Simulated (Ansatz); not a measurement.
System: S₂, net charge 0, triplet state. 
Geometry from a B3LYP-D3(BJ)/def2-TZVP (Ansatz, a first-principles code) optimisation:
```xyz
2

S      0.0000     0.0000    -0.9518
S      0.0000     0.0000     0.9518
```
Charge 0, spin multiplicity 3.

Wanted: atomisation energy (electronic, to ground-state atoms), in kJ/mol. Correlated levels leave the core frozen unless marked. Open shells are spin-unrestricted. Spin-orbit coupling is left out. No relativistic terms. The coupled-cluster limit lacks core correlation, which all-electron functionals hold. CBS(X,Y): correlation extrapolated as X^-3; Hartree-Fock from the larger set (for Q and 5 zeta extrapolated as (X+1)exp(-9√X)).

```json
[
 {"level": "r2SCANh/def2-TZVPD", "program": "Ansatz", "atomisation energy (kJ/mol)": "452.6"}
]
```

**Question.** What does CCSD(T)/CBS(cc-pV(Q+d)Z,cc-pV(5+d)Z) (Ansatz) give?

**Answer.** 432.3 kJ/mol
